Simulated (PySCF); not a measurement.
Calculated NMR parameters of cyclobutane

```yaml
Formula: C4H8
SMILES: C1CCC1
Point_group_of_the_computed_structure: D2d
Degrees_of_unsaturation: 1
Carbon_signals: 1
Proton_signals: 1
```

Atoms are numbered as in `[CH2:1]1[CH2:2][CH2:3][CH2:4]1`. Each H is labelled by its parent atom.

Theory: structure optimised with GFN2-xTB, NMR shieldings at PBE0/pcSseg-1/GIAO, in PySCF 2.14.0 with density-fitted response routines (fast rotation and ring inversion assumed for equivalent nuclei, gas phase, one computed conformer, relativity neglected).

δ = σ(ref) − σ, references computed at the same level: TMS for ¹H (σref 31.72) and ¹³C (σref 186.93).

| carbon | δC, type | δH (multiplicity) | HMBC from (2–3 bonds) | span of the C tensor (ppm) |
| --- | --- | --- | --- | --- |
| C1/C2/C3/C4 | 21.2, CH2 | 2.10 (s) | H(C1)/H(C2)/H(C3)/H(C4) | 31 |

- Carbon types of the structure: 4 × CH2, which accounts for all hydrogens.
- δC 21.2: sp3 CH2 in a ring; aliphatic region, no heteroatom directly attached.
- δH 2.10: hydrogen on an sp3 CH2 in a ring.

Shifts are as computed. Against solution values, carbons near 30 ppm lie about +3 ppm off and those near 130 ppm about +5 ppm. Of 246 compounds with measured shifts, 49 miss one by over three times the rms of a fit or turn the order of signals round; such compounds aren't used in these exercises.
